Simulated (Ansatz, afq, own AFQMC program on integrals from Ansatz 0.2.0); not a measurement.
# AlH, triplet: a scan with AFQMC

```xyz
2

Al    0.0000    0.0000    0.0000
H     0.0000    0.0000    1.6045
```

The Al1–H2 distance is changed with both sides rigid. Energies in kJ/mol count from this geometry (1.605 Å) at the same level; the start stands on UHF, each point on the determinant named.

Basis cc-pVTZ. Noble-gas cores (and the filled d shells of Ga–Kr and In–Xe) are frozen. Ansatz 0.2.0 and our own AFQMC program on the same integrals; the CISD trial comes from CCSD amplitudes, and released means the phaseless constraint is let go. Error bars are statistical, one sigma.

Cautions, each for one point or more: lower spins were not checked; raised T1 diagnostic; unrestricted determinant spin contaminated.

```tsv
r(Al1–H2) / Å	det.	T1	weight	⟨S²⟩	CCSD(T)	ph-AFQMC/CISD	FCI	CCSDT(Q)	PBE	CCSD
1.419	UHF	0.024	0.95	2.00	25.3	25.3 ± 0.2	25.5	25.5	28.0	24.8
1.768	UHF	0.031	0.94	2.02	11.3	11.5 ± 0.1	11.1	11.1	8.4	11.8
2.224	UHF	0.042	0.91	2.10	78.4	78.4 ± 0.1	77.8	77.8	72.0	79.2
2.970	UHF	0.020	0.93	2.03	115.7	115.9 ± 0.1	115.8	115.8	117.7	115.3
4.426	UHF	0.016	0.93	2.02	119.4	119.6 ± 0.1	119.7	119.7	124.7	118.6
```

Weight is that of the determinant in the CISD state; at the start T1 is 0.027 and the weight 0.95, and ⟨S²⟩ is 2.01. Largest departures from full CI: CCSD(T) 0.6 kJ/mol at 2.224 (on UHF), ph-AFQMC/CISD 0.7 kJ/mol at 2.224 (on UHF), CCSDT(Q) 0.0 kJ/mol at 2.224 (on UHF), PBE -5.7 kJ/mol at 2.224, CCSD 1.4 kJ/mol at 2.224 (on UHF). Functionals count only at points shown to share the start's state and spin.

Some points may be missing: those where a free walk finds a much lower state, and past Zn most of those on another determinant than at the start.

CCSDT and higher add their correlation energy to the determinant of the CCSD(T) run, since their own runs factorise the integrals more tightly (a shift of under 2 meV). A walk keeps the symmetry of its determinant, which the program's search chose and which needn't be the lowest solution, so a lower state of the same spin and another symmetry isn't excluded.
